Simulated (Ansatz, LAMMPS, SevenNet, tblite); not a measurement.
# Wurtzite ZnO: properties by level of theory

Reference values: lattice constant a 3.248 Å (measured, 4 K, zero-point motion not removed; as tabulated in arXiv:1206.3780); lattice parameter c 5.204 Å (measured, 4 K, zero-point motion not removed; as tabulated in arXiv:1206.3780).

```csv
level (code),lattice constant a (Å),lattice parameter c (Å)
"ionic model binks1994 (shell model, LAMMPS)",3.271,5.138
GFN1-xTB (tblite),3.556,5.665
SevenNet-0,3.289,5.300
PBE-D3(BJ) (Ansatz),3.254,5.256
r²SCAN (Ansatz),3.235,5.211
HSE06 (Ansatz),3.250,5.222
```

Differences from the reference values (errors of the level alone only where the reference is corrected to a static lattice):

```
level                  lattice constant a (%)  lattice parameter c (%)
---------------------  ----------------------  -----------------------
ionic model binks1994                   +0.71                    -1.27
GFN1-xTB                                +9.48                    +8.86
SevenNet-0                              +1.26                    +1.84
PBE-D3(BJ)                              +0.18                    +1.00
r²SCAN                                  -0.40                    +0.13
HSE06                                   +0.06                    +0.35
```

Nearest: lattice constant a, not ranked (one source); lattice parameter c, not ranked (one source). Empirical potentials aren't ranked on values they can be fitted to.

Empirical potentials (ionic model binks1994) are fitted to chosen data: where that held the value shown, agreement is built in, and what lay outside the fit can be far off. Machine-learned potentials (SevenNet-0) are trained on DFT data: a solid inside that data is no test of them.

Caveats: the cell moved over 20 % in volume from its start (GFN1-xTB); the gap of the solid is closed in this run (GFN1-xTB); the method was fitted mainly to molecules (GFN1-xTB); the run uses a supercell at the zone centre in place of a k mesh (GFN1-xTB). Ansatz's density-functional and Hartree–Fock values are scalar-relativistic unless marked +SOC, with PAW data made under PBE.

Differences are worked out from the printed values.

Computed values are for the static lattice.

Ansatz is a program for electronic structure.
